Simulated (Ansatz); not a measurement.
Start from `C/C=C(\F)C=S` and change one atom or group to get `C/C=C(/C)F`.

Ansatz, PBE0-D4/def2-TZVP geometries, multiplicity 1. Each molecule was computed in one conformer, which needn't be the lowest.

```
                                          property  `C/C=C(\F)C=S`
           HOMO–LUMO gap (ωB97M-V/def2-TZVPP) / eV            8.11
             HOMO–LUMO gap (B3LYP/def2-TZVPP) / eV            3.38
               HOMO energy (B3LYP/def2-TZVPP) / eV           -6.42
                 HOMO energy (PBE/def2-TZVPP) / eV           -5.39
size of the dipole moment (ωB97M-V/def2-TZVPP) / D            2.02
             HOMO energy (ωB97M-V/def2-TZVPP) / eV           -8.93
```

What does the change do to each property? (Best estimate.)

The calculation gave: 
```tsv
property	`C/C=C(/C)F`	shift
HOMO–LUMO gap (ωB97M-V/def2-TZVPP) / eV	11.91	3.80
HOMO–LUMO gap (B3LYP/def2-TZVPP) / eV	7.25	3.87
HOMO energy (B3LYP/def2-TZVPP) / eV	-6.66	-0.24
HOMO energy (PBE/def2-TZVPP) / eV	-5.66	-0.27
size of the dipole moment (ωB97M-V/def2-TZVPP) / D	1.40	-0.62
HOMO energy (ωB97M-V/def2-TZVPP) / eV	-9.09	-0.16
```

With PBE0 the HOMO falls by 0.19 eV and the LUMO rises by 3.72 eV, so the gap widens by about 3.91 eV. PBE moves the HOMO by -0.27 eV and ωB97M-V by -0.16 eV. Dipoles are sizes alone; their direction can turn.

B3LYP here is the variant with VWN-RPA as its local correlation; programs differ in this.
